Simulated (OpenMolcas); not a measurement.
A ladder of methods for SiN2H6 (SMILES NN[SiH3])

SiN2H6 has 9 atoms, charge 0, and is taken as a singlet. As SMILES, `NN[SiH3]`. The shape is that of a PBE0-D4/def2-TZVP optimisation. This is one conformer, not always the lowest.

Each level gives the vertical electron affinity (to the doublet anion) (eV). The values are calculated.

The electron affinity is E(neutral) − E(anion): positive where the electron is bound.

| level | kind | program | value (eV) | CPU time (all runs) |
| --- | --- | --- | --- | --- |
| HF/6-311+G** | Hartree–Fock | OpenMolcas | -1.71 | 38 s |
| SVWN5/6-311+G** | LDA | OpenMolcas | -0.74 | 89 s |
| BLYP/6-311+G** | GGA | OpenMolcas | -0.99 | 2.7 min |
| revPBE/6-311+G** | GGA | OpenMolcas | -0.96 | 2.7 min |
| TPSS/6-311+G** | meta-GGA | OpenMolcas | -1.07 | 4.1 min |
| r2SCAN/6-311+G** | meta-GGA | OpenMolcas | -1.03 | 3.8 min |
| B3LYP/6-311+G** | global hybrid | OpenMolcas | -0.97 | 2.7 min |
| M06-2X/6-311+G** | hybrid meta-GGA | OpenMolcas | -1.10 | 4 min |

Where it was recorded, the anion's HOMO is positive in every row: a fault of the level (basis or self-interaction), which says nothing on whether the real anion is bound. The values span -1.71 to -0.74 eV. Negative values mean that the anion is unbound at that level; they are set by how diffuse the basis is and aren't properties of the molecule, whose anion may well be bound. CPU times are rough (shared hosts, several kinds of processor and program).
